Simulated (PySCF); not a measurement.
Converging BF in the basis (CCSD(T))

PySCF, RHF reference; singlet, unpaired electrons none; De to B + F without counterpoise correction. Frozen cores follow the default of each basis and core potential.

```tsv
basis	relativity	functions	Re (Å)	ωe (cm⁻¹)	De (eV)	frozen orbitals
STO-3G	no relativity	10	1.264	1555	n/a	2
x2c-SVPall	spin-free X2C	28	1.274	1408	7.56	2
jorge-DZP-DKH	spin-free X2C	30	1.295	1338	7.19	2
def2-SVPD	no relativity	43	1.286	1330	7.47	2
aug-cc-pVDZ	no relativity	46	1.310	1242	7.17	2
def2-TZVPP	no relativity	62	1.273	1396	7.70	2
def2-TZVPPD	no relativity	77	1.274	1386	7.69	2
```

(1) How does each smaller set differ from the one with most functions, def2-TZVPPD?

Correlated steps freeze 2 core orbitals. Correlated levels converge slowly with the basis: in double zeta they bind strong bonds too weakly, by up to about 1 eV, and carry superposition errors of some tenths. Where the molecule has an RHF reference, its open-shell atoms are computed with UHF. The CCSD T1 diagnostic is raised in BF, a sign that a single reference may not be enough there. STO-3G is very small, so such numbers show the basis as much as the molecule.

Results:

(1) STO-3G: -1.0 pm, +12.2 % in ωe; x2c-SVPall: +0.0 pm, +1.6 % in ωe, -0.13 eV in De; jorge-DZP-DKH: +2.1 pm, -3.5 % in ωe, -0.50 eV in De; def2-SVPD: +1.2 pm, -4.0 % in ωe, -0.22 eV in De; aug-cc-pVDZ: +3.6 pm, -10.4 % in ωe, -0.52 eV in De; def2-TZVPP: -0.1 pm, +0.7 % in ωe, +0.01 eV in De. All at CCSD(T); the set with most functions is neither the basis-set limit nor always the best. The rows treat relativity differently, so the differences are not basis effects alone.
